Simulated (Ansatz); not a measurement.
Ideal-gas functions of `[AlH4-]` at 800 K and 1 bar, from an Ansatz frequency run at PBE0-D4/def2-TZVPD.

Molar mass 31.01 g/mol, point group Td (symmetry number 12), electronic degeneracy 1, moments of inertia 7.281, 7.286, 7.288 u Å². Harmonic wavenumbers (cm⁻¹, unscaled): 751, 751, 764, 764, 764, 1646, 1646, 1646, 1727.

Use S(trans) = R[1.5 ln M + 2.5 ln T − 1.1517]; rotational temperatures θ = 24.2544 K / I; S(rot) = R[ln(√π/σ · √(T³/θAθBθC)) + 1.5]; for each mode x = 1.438777 ν̃/T, S = R[x/(eˣ − 1) − ln(1 − e⁻ˣ)] and H = RT x/(eˣ − 1); 1 cm⁻¹ = 0.0119627 kJ/mol; R = 8.31446 J/(mol·K).

Problem. By hand: the entropy, in J/(mol·K).

Solution. Translation 172.2. Rotation: θ = 3.3312, 3.3289, 3.328 K, giving 64.9. Vibration, mode by mode: 6.42, 6.42, 6.30, 6.30, 6.30, 1.79, 1.79, 1.79, 1.59, in all 38.7. Electronic 0.0. Sum 275.8 J/(mol·K).

Problem. By hand: H − E and G − E in kJ/mol, counted from the electronic energy.

Solution. Zero-point energy ½ × 10459 × 0.0119627 = 62.6; thermal vibration 19.8; translation, rotation and pV give 4 RT = 26.6. H − E = 109.0 kJ/mol, and G − E = 109.0 − 800 × 275.8/1000 = -111.6 kJ/mol.

Vibration gives 14 % of the entropy.
